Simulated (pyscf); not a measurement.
Structures and frequencies: ωB97X-D3(BJ)/def2-SVP in PySCF. Correlated levels are frozen-core, on RHF or UHF. ΔMP2 is the change of the MP2 total energy from the triple- to the quadruple-zeta basis.

### Question
Estimate by transition-state theory (the high-pressure limit) the rate constant of H₃C–SiH₂–OH → silanone (O=SiH₂) + methane (CH₄) (singlet surface; C–Si, H–O broken, C–H formed) at 900 K, with CCSD(T)/def2-TZVPP + ΔMP2(QZVPP) energies (ideal gas, 1 atm, RRHO with modes under 100 cm⁻¹ raised to 100, one conformer, R ln 2 for chiral ones without a mode under 150 cm⁻¹; no tunnelling).

### Answer
The electronic barrier is 70.0 kcal/mol and the thermal terms add +0.3, so ΔG‡ = 70.2 kcal/mol. With k_BT/h = 1.88e+13 s⁻¹ and RT = 1.788 kcal/mol, k = 1.7e-04 s⁻¹, a half-life of 4.1e+03 s through this channel alone. Wigner's tunnelling factor for 1587i cm⁻¹ would be 1.27. A shift of 1 kcal/mol in the barrier changes k by a factor 1.7. At the saddle there is also a short H–Si contact that neither side keeps. One saddle was located; it need not be the lowest between these sides. The CCSD(T) − MP2 part came from Ansatz, without density fitting, on the same reference.
